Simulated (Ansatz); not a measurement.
A made-up structure of SiHSO, doublet:

O1  (-1.205, -0.236, 1.099)
Si2  (-0.182, 0.042, 0.012)
S3  (1.799, -0.553, 0.159)
H4  (3.105, -0.321, 0.461)
(Å)

It is relaxed with PBE-D4/def2-SVP and then PBE0-D4/def2-TZVP (Ansatz 0.2.0). Atoms count as bonded within 1.22 times the sum of their covalent radii (H–H: 0.88 Å). The end point is not checked to be a true minimum.

Does its bonding change? (Judge from chemistry; the calculation decides.)

The calculation gives: No: no bond forms or breaks.

Where it ends: The first stage lowers the energy by 1.24 eV in 10 steps. It ends as SiHSO ([O][Si][SH]):
O1  (-1.231, -0.279, 0.731)
Si2  (0.185, 0.259, 0.568)
S3  (1.847, -1.036, 0.242)
H4  (2.717, -0.012, 0.190)
(Å)

Labels in which every atom is bracketed show which atoms are joined, not bond orders.

For scale, one of the runs: PBE0-D4/def2-TZVP relaxation, 111 basis functions, launched by `ansatz run in.yaml --threads 2 --pin off --events-out ev --progress --plain --max-ram 4352MiB`. Hardware: 2 CPU threads of an Arm Neoverse V2, shared host. Wall time about 15 s.
